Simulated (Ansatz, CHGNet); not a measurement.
For zinc-blende InSb, the machine-learned potential CHGNet 0.3.0 (trained on PBE and PBE+U data) gives:

```
Property                     Result
-------------------  --------------
lattice parameter a         6.644 Å
formation enthalpy   -0.182 eV/atom
```

Question: What does r²SCAN+rVV10 in Ansatz (plane waves, PAW) give for the same quantities?

Answer: 
- lattice constant a: 6.521 Å (falls by 1.9 %)
- formation enthalpy: -0.202 eV/atom (moves by -0.020 eV/atom)

For comparison: lattice constant a 6.468 Å (measured, static lattice: zero-point anharmonic expansion removed; as tabulated in Mejia-Rodriguez and Trickey (2018), arXiv:1807.09216); formation enthalpy -0.16 eV/atom (measured, 298 K, not corrected to a static lattice; as tabulated in Zhang et al. (2018), doi:10.1038/s41524-018-0065-z).

Changes are worked out from the printed values.

Unless a cell is named, each level is at its own relaxed cell (CHGNet 0.3.0 36.65, r²SCAN+rVV10 34.67 Å³/atom).

Levels without +SOC leave out spin–orbit coupling, which shifts energies and cells of such heavy elements.

Caveats: the energies of CHGNet 0.3.0 can hold anion corrections fitted to measured formation enthalpies (CHGNet 0.3.0). Ansatz's density-functional and Hartree–Fock values are scalar-relativistic unless marked +SOC, with PAW data made under PBE.

Ansatz is an electronic-structure program.
